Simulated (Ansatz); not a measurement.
Compare A (`Oc1ccsc1`) with its isomer B (`O=C1CC=CS1`).

Isolated molecules relaxed with PBE0-D4/def2-TZVP in Ansatz; ΔE leaves out vibrations. CBS: MP2 limit from def2 TZ/QZ plus the TZ coupled-cluster correction, frozen cores. DFT in def2-TZVPP. B3LYP here is the variant with VWN-RPA as its local correlation; programs differ in this. Each species was taken in one conformer, which may not be the lowest.

Q: Which is lower in electronic energy at CCSD(T)/CBS, and by how much? (Best estimate.)

A: The calculation gave: B, by 3.9 kJ/mol.

Q: Give E(B) − E(A) in kJ/mol with B2PLYP, ωB97M-V, PBE0-D4, MP2/def2-TZVPP, PBE-D4, CCSD/def2-TZVPP, B3LYP-D4. (Estimate.)

A: The calculation gave: B2PLYP -6.7, ωB97M-V -6.7, PBE0-D4 -3.9, MP2/def2-TZVPP 10.6, PBE-D4 -11.5, CCSD/def2-TZVPP -10.4, B3LYP-D4 -11.2. The order is the other way round with MP2/def2-TZVPP.

Largest T1 diagnostic: 0.016.

From PBE to PBE0 (25 % exact exchange), in def2-TZVPP and without D4, E(B) − E(A) moves by +7.6 kJ/mol. In def2-TZVPP, CCSD(T) changes the Hartree–Fock value by +11.7 kJ/mol (the triples alone add +1.9 kJ/mol) and MP2 by +30.7 kJ/mol.
